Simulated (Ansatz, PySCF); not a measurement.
# How well does each level of theory give the bulk modulus of diamond-structure Ge?

Reference value: 77.3 GPa (measured, low-temperature value with the zero-point effect removed, our sources range from 77.3 to 79.4; as tabulated in Tanner et al. (2021), arXiv:2110.11888).

Question: What do LDA, PBE, r²SCAN-D4, CCSD give, and how far is each from the reference?

Answer: 
```
level (code)        value (GPa)  cell (Å³/atom)  error (%)
------------------  -----------  --------------  ---------
LDA (Ansatz)               71.3           22.20       -7.8
PBE (Ansatz)               59.0           23.90        -24
r²SCAN-D4 (Ansatz)         72.9           22.62       -5.7
CCSD (PySCF)           71.3 ± 3           22.67       -7.8
```

Of the ranked levels r²SCAN-D4 (-5.7 %) comes nearest. Farthest off among them: PBE (-24 %). Within 15 %: LDA, r²SCAN-D4, CCSD. All 4 levels lie below the reference.

A ± on a computed value is a rough bar: the spread of its extrapolation, a floor set from checks against published values, or a statistical error. Each level is taken at its own relaxed cell. Cutoffs differ between the levels. Ansatz's density-functional and Hartree–Fock values are scalar-relativistic unless marked +SOC, with PAW data made under PBE.

Differences are worked out from the printed values.

Ansatz is a program for electronic structure.
